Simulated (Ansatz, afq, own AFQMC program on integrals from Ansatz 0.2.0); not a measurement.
**Breaking Ga2–O1 in GaH2OF, singlet**

```xyz
5

O    -1.1377   -0.5803   -0.2753
Ga    0.3839    0.2800    0.0122
F     0.4429    1.7898   -0.8644
H    -1.2205   -1.4207    0.1867
H     1.5815   -0.1425    0.8995
```

Products: GaHF (doublet; GaH–F) and HO (doublet), each relaxed with PBE0/def2-SVP like the molecule; electronic energies without zero-point terms. Determinants: RHF, UHF and UHF in that order.

Basis def2-TZVP. Noble-gas cores (and the filled d shells of Ga–Kr and In–Xe) are frozen. Integrals, coupled cluster, full CI and functionals: Ansatz 0.2.0; the random walks run on the same integrals in our own AFQMC program. ph-AFQMC/CISD is guided by a CISD state made of CCSD amplitudes; releasing the constraint for a short imaginary time cuts its bias at the price of noise, slowly where states lie close. Uncertainties: one standard error, sampling alone. No spin–orbit coupling. The errors of all members are added in quadrature.

No full CI on the walks' own integrals is used here. The released AFQMC energy serves as the reference, which it does only where one determinant dominates, the energy is flat over the last release times and near the phaseless one (40 meV or 2 meV an electron, half that with transition metals). On small molecules, where full CI could be run and the noise was under 10 meV, such values lay within 10 meV of it in 19 cases of 20, a flattering rate, since the rule was set on those same cases; what remains of the bias isn't in the error bar. Each member takes its own surest rung, up to full CI.

The best estimate is CCSD(T) at the basis-set limit (CBS: def2-TZVPP and def2-QZVPP, with their diffuse functions for anions and beside diffuse sets, CCSD(T) itself extrapolated) plus the step from CCSD(T) to AFQMC with the constraint released in def2-TZVP. Rows without CBS are in def2-TZVP; B2PLYP and the wave-function rows carry a basis error of their own. Core correlation and relativity beyond core potentials are missing, and ± holds the sampling alone.

Cautions: inner d shell frozen; no relativity below Rb; no spin-orbit coupling; GaH₂OF (singlet): the released value is read at 1.50 1/Eh (meV from the phaseless value at times in 1/Eh: 12 ± 6 at 0.24, 7 ± 7 at 0.51, 16 ± 8 at 0.99, 17 ± 10 at 1.50); GaHF (doublet): the ph-AFQMC/CISD walk drifts between its halves (2.4 errors).

Best estimate: 465.7 ± 0.9 kJ/mol.

| level | bond energy (kJ/mol) | error against the best estimate (kJ/mol) |
| --- | --- | --- |
| HF | 311.1 | -154.5 ± 0.9 |
| MP2 | 484.8 | 19.1 ± 0.9 |
| CCSD | 443.3 | -22.3 ± 0.9 |
| CCSD(T) | 453.5 | -12.1 ± 0.9 |
| ph-AFQMC/CISD | 456.1 ± 0.8 | -9.6 ± 1.2 |
| released AFQMC | 453.6 ± 1.1 | -12.1 |
| HF/CBS | 312.1 | -153.6 ± 0.9 |
| MP2/CBS | 498.9 | 33.2 ± 0.9 |
| CCSD(T)/CBS | 466.2 | 0.6 ± 0.9 |
| PBE | 443.7 | -22.0 ± 0.9 |
| r2SCAN | 437.0 | -28.7 ± 0.9 |
| PBE0 | 434.5 | -31.1 ± 0.9 |
| B3LYP | 425.6 | -40.1 ± 0.9 |
| wB97M-V | 449.1 | -16.6 ± 0.9 |
| B2PLYP | 445.8 | -19.9 ± 0.9 |

Correlation beyond CCSD(T) changes it by less than twice the noise. Going to the basis-set limit adds 12.7 kJ/mol at CCSD(T). The perturbative (T) step is worth +10.2 kJ/mol.

Best estimates are given only where the step beyond CCSD(T) is under 0.3 eV and no member's determinant is very poor (T1 over 0.05, or 0.07 for open shells, ⟨S²⟩ too high by 0.3, two states mixed), so the hardest cases are missing from such tables.

The functionals ran in a triple-zeta set and keep a basis error of their own, a few kJ/mol for each bond in atomization energies and more for double hybrids, so close places among them and the extrapolated levels can swap.

Each member of a difference takes its own highest rung, so a best estimate needn't equal the limit plus the step of one row. A walk keeps the symmetry of its determinant, which the program's search chose and which needn't be the lowest solution, so a lower state of the same spin and another symmetry isn't excluded. Released energies are given only where the last usable release times agree within the noise; a slower fall can still hide under it.
